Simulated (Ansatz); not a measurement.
Scan of [H···H···OH], doublet

Starting geometry:

```yaml
atoms:
  - { symbol: H, position_ang: [-2.0456, 0.0498, 0.0000] }
  - { symbol: H, position_ang: [-1.3006, 0.0498, 0.0000] }
  - { symbol: O, position_ang: [0.1834, 0.0498, 0.0000] }
  - { symbol: H, position_ang: [0.4352, -0.8901, 0.0000] }
```

From there H2 is moved from one fragment to the other while all else, the fragments' distance too, stays fixed, so the hump isn't the reaction's barrier; atoms are numbered as listed. Energies are in kJ/mol, counted from the starting geometry at the same level.

Basis cc-pVTZ; Ansatz 0.2.0. Correlated methods freeze the noble-gas cores. R marks a restricted (for open shells ROHF) determinant, U an unrestricted one.

Full CI isn't at hand for all of this; UCCSDT(Q) serves as the reference, and is uncertain by about the last step of the cluster series.

```json
{"distance H1-H2 (Å)": "0.745", "UMP2": "0.0"}
{"distance H1-H2 (Å)": "0.816", "UMP2": "5.5"}
{"distance H1-H2 (Å)": "0.957", "UMP2": "9.3"}
{"distance H1-H2 (Å)": "1.098", "UMP2": "-45.3"}
{"distance H1-H2 (Å)": "1.239", "UMP2": "-91.7"}
```

Q: Estimate the UCCSDT(Q) curve in cc-pVTZ from this one, knowing how UMP2 errs.

A: The computed UCCSDT(Q) values, in kJ/mol from the starting point, and the error of UMP2 against them:
| distance H1-H2 (Å) | UCCSDT(Q) | UMP2 less UCCSDT(Q) |
| --- | --- | --- |
| 0.745 | 0.0 | 0.0 |
| 0.816 | 2.4 | 3.1 |
| 0.957 | 6.0 | 3.3 |
| 1.098 | -22.8 | -22.4 |
| 1.239 | -57.9 | -33.8 |

The error spans 37.0 kJ/mol and is largest, -33.8 kJ/mol, at 1.239 Å.
